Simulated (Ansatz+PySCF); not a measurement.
## singlet C₃H₅(+): levels of theory in one basis

```xyz
8

C     0.0349   -0.0051   -0.4573
C     0.0473    1.1773    0.2010
C     0.0473   -1.1769    0.2014
H    -0.0132    0.0381   -1.6170
H     0.0310    2.1855   -0.3323
H     0.0324    1.1994    1.3465
H    -0.0432   -2.1676   -0.2793
H     0.0366   -1.2262    1.2831
```

Basis set: def2-SVP (spherical functions). Left uncorrelated: 3 orbitals. Charge 1, multiplicity 1.

Computed with Ansatz (development build ahead of 0.2.0); each method stands on the lowest determinant of its kind that the runs found. NEVPT2 correlates all electrons. Active spaces start from the frontier orbitals, and the lowest solution found is given.

| method | E − E(RHF) (eV) | <S²> of the determinant |
| --- | --- | --- |
| RHF | 0.00 | 0.00 |
| UHF | 0.00 | 0.09 |
| RHF-MP2 | -10.15 | – |
| UHF-MP2 | -10.04 | 0.09 |
| RHF-CCSD | -11.18 | – |
| CASSCF(2,3) | -0.78 | – |
| SC-NEVPT2(2,3) | -10.56 | – |

Question: What does RHF-CCSD(T) give on the same scale?

Answer: -11.61 eV.

Question: Is a single determinant a sound starting point here?

Answer: By this sign, yes. Unrestricted orbitals gain 0.00 eV and <S²> is 0.09 against 0.00 for a pure state. The CASSCF(2,3) natural occupations are 1.91, 0.07, 0.02.

Caution for UHF-MP2: another reference gives a lower total.
